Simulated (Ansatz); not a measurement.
Cost and result for the atomization energy of C$_{6}$H$_{10}$, SMILES `C#CC(C)(C)C` (16 atoms, 15 bonds).

```
atom   x (Å)   y (Å)   z (Å)
  C1  -2.477  -0.652   0.566
  C2  -1.343  -0.354   0.306
  C3   0.039   0.010  -0.009
  C4   0.593   0.897   1.110
  C5   0.067   0.772  -1.337
  C6   0.880  -1.265  -0.125
  H7  -3.482  -0.916   0.796
  H8   1.626   1.176   0.885
  H9   0.576   0.373   2.067
 H10   0.002   1.810   1.211
 H11  -0.328   0.157  -2.148
 H12   1.096   1.050  -1.583
 H13  -0.531   1.683  -1.277
 H14   0.498  -1.913  -0.915
 H15   1.916  -1.005  -0.360
 H16   0.869  -1.825   0.812
```

Charge 0, multiplicity 1. Geometry: relaxed with PBE0-D4/def2-TZVP. Program: Ansatz. All runs use 2 threads of an AMD EPYC 7R13 on a shared host and a share of an NVIDIA H100 80 GB. Times are those of one run each, without the atoms' runs, and a repeat can differ threefold. Electronic energies, without spin–orbit coupling; frozen cores. CCSD(T)/CBS adds CCSD(T) − MP2 in def2-TZVPP to the MP2 limit, and its time is that of the two runs behind it. T1 = 0.010.

CCSD(T)/CBS is a level of theory with its own doubt, some kJ/mol a heavy atom from the limit and from the frozen cores, so smaller differences don't rank the functionals.

| level | functions | atomization (kcal/mol) | difference from CCSD(T)/CBS | per bond |
| --- | --- | --- | --- | --- |
| r2SCANh-D4/def2-TZVPP | 326 | 1585.6 | -3.2 | -0.2 |
| ωB97X-V/def2-TZVPP | 326 | 1588.5 | -0.3 | 0.0 |
| LDA (SPW92)/def2-TZVPP | 326 | 1805.4 | 216.6 | 14.4 |
| PBE0-D4/def2-TZVPP | 326 | 1602.3 | 13.5 | 0.9 |
| B97M-V/def2-TZVPP | 326 | 1591.1 | 2.3 | 0.2 |
| CCSD(T)/def2-SVP | 134 | 1533.5 | -55.3 | -3.7 |
| MP2/def2-QZVPP | 642 | 1599.0 | 10.2 | 0.7 |
| B2PLYP/def2-TZVPP | 326 | 1576.9 | -11.9 | -0.8 |
| CCSD(T)/def2-TZVPP | 326 | 1555.3 | -33.5 | -2.2 |
| BLYP-D4/def2-TZVPP | 326 | 1584.6 | -4.2 | -0.3 |
| ωB97M-V/def2-TZVPP (with forces) | 326 | 1593.2 | 4.4 | 0.3 |
| CCSD(T)/CBS(def2) | – | 1588.8 | 0.0 | 0.0 |
| revPBE-D4/def2-TZVPP | 326 | 1589.4 | 0.6 | 0.0 |

Question: Order the runs by time, with rough figures. (Best estimate.)

Answer: Ansatz gave: r2SCANh-D4/def2-TZVPP 2 s; LDA (SPW92)/def2-TZVPP 2.1 s; revPBE-D4/def2-TZVPP 2.2 s; BLYP-D4/def2-TZVPP 2.2 s; B97M-V/def2-TZVPP 2.7 s; PBE0-D4/def2-TZVPP 2.7 s; B2PLYP/def2-TZVPP 3.9 s; CCSD(T)/def2-SVP 3.9 s; ωB97X-V/def2-TZVPP 5.5 s; ωB97M-V/def2-TZVPP (with forces) 6.5 s; MP2/def2-QZVPP 8 s; CCSD(T)/def2-TZVPP 15 s; CCSD(T)/CBS(def2) 23 s.

From PBE to PBE0 (25 % exact exchange), in def2-TZVPP and without D4, the atomization energy moves by −20.7 kcal/mol: exact exchange takes away binding that semilocal exchange gives to molecules. At CCSD(T), def2-SVP lies −55.2 kcal/mol from the extrapolated value and def2-TZVPP −33.5 kcal/mol: correlation converges slowly with the basis, and small sets miss more of it in the bonded molecule than in its fragments. In def2-TZVPP, CCSD(T) changes the Hartree–Fock value by +360.0 kcal/mol (the triples alone add +21.9 kcal/mol) and MP2 by +384.1 kcal/mol; breaking electron pairs costs correlation energy, which Hartree–Fock lacks.
